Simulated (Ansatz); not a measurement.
Reaction (SMILES): O=C=C → [CH]=C=O + H atom
B3LYP-D3(BJ)/def2-TZVP geometries, fixed; electronic energies without zero-point terms.
Largest species:
```xyz
5

C      0.0091     0.0017    -1.2056
C     -0.0008    -0.0001     0.1027
H      0.0282     0.9401    -1.7377
H     -0.0018    -0.9351    -1.7406
O     -0.0096    -0.0018     1.2620
```
Charge 0, spin multiplicity 1.

Basis-set convergence of the bond dissociation energy at B2PLYP with Ansatz (a quantum-chemistry and plane-wave program). All functions are spherical. Cores are frozen. Open shells are unrestricted. No added dispersion term, no relativity. Functions are those of the species that has most. Reference: the value in aug-pcseg-3, 111.21 kcal/mol, itself unsure by roughly 0.07 kcal/mol (its mean distance from aug-cc-pVQZ, cc-pV5Z, def2-QZVPPD). Deviations are taken from unrounded values.

| basis | functions | bond dissociation energy (kcal/mol) | minus reference (kcal/mol) |
|---|---|---|---|
| 3-21G | 31 | 109.85 | -1.36 |
| pcseg-0 | 31 | 108.21 | -3.00 |
| def2-SV(P) | 46 | 106.70 | -4.51 |
| def2-SVPD | 79 | 110.22 | -0.99 |
| def2-TZVP | 105 | 110.11 | -1.09 |
| def2-TZVPP | 121 | 110.86 | -0.34 |
| def2-TZVPD | 132 | 110.09 | -1.12 |
| cc-pVQZ | 225 | 111.11 | -0.10 |
| aug-cc-pVQZ | 332 | 111.14 | -0.07 |
